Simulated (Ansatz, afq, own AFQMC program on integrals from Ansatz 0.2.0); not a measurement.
AFQMC on a folder of integrals that Ansatz 0.2.0 wrote.

```yaml
crystal:
  periodic: [false, false, false]
  atoms:
    - {symbol: B, position_ang: [-2.125370, 0.000000, 0.000000]}
    - {symbol: H, position_ang: [-2.722104, 1.033571, 0.000000]}
    - {symbol: H, position_ang: [-2.722104, -1.033571, 0.000000]}
    - {symbol: H, position_ang: [-0.931905, 0.000000, 0.000000]}
    - {symbol: N, position_ang: [1.665714, 0.000000, 0.000000]}
    - {symbol: C, position_ang: [0.505630, 0.000000, 0.000000]}
basis:
  gaussian: {orbitals: cc-pVDZ}
magnetization: {spin_polarized: true, initial_magnetization: 1}
correlation: {method: ccsd_t, electrons: outside_noble_gas, hamiltonian_folder: ham}
```

```sh
$ ansatz run in.yaml --threads 1 --pin off --events-out ev --progress --plain --max-ram 16896MiB --backend cuda --devices 0, --max-vram 18GiB
```

Options of the walk:

```
--method phaseless --trial cisd --walkers 4000 --populations 20 --least-time 60 --time-step 0.005 --steps-per-block 50 --equilibration-blocks 28 --max-blocks 4000 --target-error 0.00023 --factor-cut 1e-05 --start spin_pure --seed 912 --release-times 0.24,0.51,0.99,1.5 --release-step 0.03 --release-every 4 --taylor-order 6
```

Times are imaginary, in 1/Eh. The walk had a cap of 134 s. With eight or more populations the least sampling time is a fifth of least-time, and the error comes from their spread.

afq prints:

```
orbitals 54  electrons 8 7  factors 419 of 530
reference energy -118.58591492 Eh
CCSD correlation -0.38766440 Eh in 16 cycles, weight of the determinant in the CISD state 0.7850
energy of the start -118.943554 Eh
 block  time / (1/Eh)  mean weight  energy / Eh
     1     0.250  1.0004  -118.952751
     2     0.500  1.0000  -118.965179
     3     0.750  0.9999  -118.973871
     4     1.000  0.9998  -118.979297
     5     1.250  0.9998  -118.981090
     8     2.000  1.0003  -118.988318
    11     2.750  0.9999  -118.990442
    14     3.500  0.9998  -118.990091
    17     4.250  1.0000  -118.990691
    20     5.000  1.0001  -118.991518
    23     5.750  1.0003  -118.988662
    26     6.500  0.9999  -118.990349
    29     7.250  0.9996  -118.990246
    32     8.000  1.0000  -118.990343
    35     8.750  1.0002  -118.991963
    37     9.250  1.0000  -118.988274
    38     9.500  0.9999  -118.990262
    41    10.250  0.9999  -118.990947
    44    11.000  1.0003  -118.989110
    47    11.750  1.0003  -118.989898
    50    12.500  0.9998  -118.990185
    53    13.250  1.0001  -118.991998
    55    13.750  1.0001  -118.990372
error from the spread of 20 populations
released: time / (1/Eh)  energy / Eh  error  mean overlap
  0.24  -118.991097  0.000543  0.9939
  0.51  -118.991774  0.000487  0.9884
  0.99  -118.992244  0.000678  0.9761
  1.50  -118.992267  0.000525  0.9657
energy -118.990471 +/- 0.000455 Eh
(rows thinned)
```

The time cap ended the run before it passed its tests.

Against this walk (error 12.4 meV) on the same determinant: CCSD(T) 66.4 meV higher, CCSDT(Q) 30.0 meV lower. The error is statistical and leaves out the bias of the constraint. The determinant has ⟨S²⟩ = 1.05, so the low cluster orders mix in higher spin (the high orders can go on to a lower state of that spin), while the walk starts as a pure doublet. None of these is a sure reference here. Released to 1.50 1/Eh the energy lies 49 ± 19 meV (both errors) below the phaseless value, which shows part or all of the bias of the constraint, and CCSDT(Q) lies 18.8 meV above the released value.

Cautions: constraint bias not in the error; error not settled; error above the target (12.4 against 6.3 meV); higher spins were not checked; raised T1 diagnostic (T1 0.049, weight of the determinant 0.79, largest double 0.10); unrestricted determinant spin contaminated (⟨S²⟩ 1.05 against 0.75); the sampling time fell short of the least asked.

The walk took 2.3 min on 1 × NVIDIA H100 80GB HBM3 with 2 threads of AMD EPYC 7R13 Processor (Zen 3), with other jobs on the host (the card was shared). The log's last line is the phaseless energy.

CCSDT and higher add their correlation energy to the determinant of the CCSD(T) run, since their own runs factorise the integrals more tightly (a shift of under 2 meV). A walk keeps the symmetry of its determinant, which the program's search chose and which needn't be the lowest solution, so a lower state of the same spin and another symmetry isn't excluded.
